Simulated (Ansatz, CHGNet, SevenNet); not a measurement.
# Litharge SnO: properties by level of theory

Reference values: lattice constant a 3.801 Å (measured, temperature not stated, not corrected to a static lattice; as tabulated in Electronic properties of the Sn1−xPbxO alloy and band alignment of the SnO/PbO …); lattice parameter c 4.835 Å (measured, temperature not stated, no zero-point or thermal correction; as tabulated in Electronic properties of the Sn1−xPbxO alloy and band alignment of the SnO/PbO …).

| level (code) | lattice constant a (Å) | c axis length (Å) |
|---|---|---|
| CHGNet 0.3.0 (CHGNet) | 3.842 | 5.464 |
| SevenNet-l3i5 (SevenNet) | 3.870 | (withheld) |
| PBEsol (Ansatz) | 3.805 | 4.750 |
| PBEsol+SOC (Ansatz) | 3.804 | 4.748 |
| r²SCAN+SOC (Ansatz) | 3.806 | (withheld) |

Problem. Fill in the missing entries.

Solution. 
- SevenNet-l3i5 (SevenNet), c axis length (Å): 5.045
- r²SCAN+SOC (Ansatz, a quantum-chemistry and plane-wave program), c axis length (Å): 4.936

Differences from the reference values (errors of the level alone only where the reference is corrected to a static lattice):

| level | lattice constant a (%) | lattice parameter c (%) |
|---|---|---|
| CHGNet 0.3.0 | +1.08 | +13.0 |
| SevenNet-l3i5 | +1.82 | +4.34 |
| PBEsol | +0.11 | -1.76 |
| PBEsol+SOC | +0.08 | -1.80 |
| r²SCAN+SOC | +0.13 | +2.09 |

Nearest: lattice constant a, not ranked (reference at room or unstated temperature); lattice parameter c, not ranked (reference at room or unstated temperature).

Machine-learned potentials (CHGNet 0.3.0, SevenNet-l3i5) are trained on DFT data, which may include these solids.

Caveats: the cell comes from a level without a dispersion term, which matters for the spacing of layers, chains or molecules (PBEsol, PBEsol+SOC, r²SCAN+SOC). Ansatz's density-functional and Hartree–Fock values are scalar-relativistic unless marked +SOC, with PAW data made under PBE.

Differences are worked out from the printed values.

Static lattice: no zero-point or thermal effects.
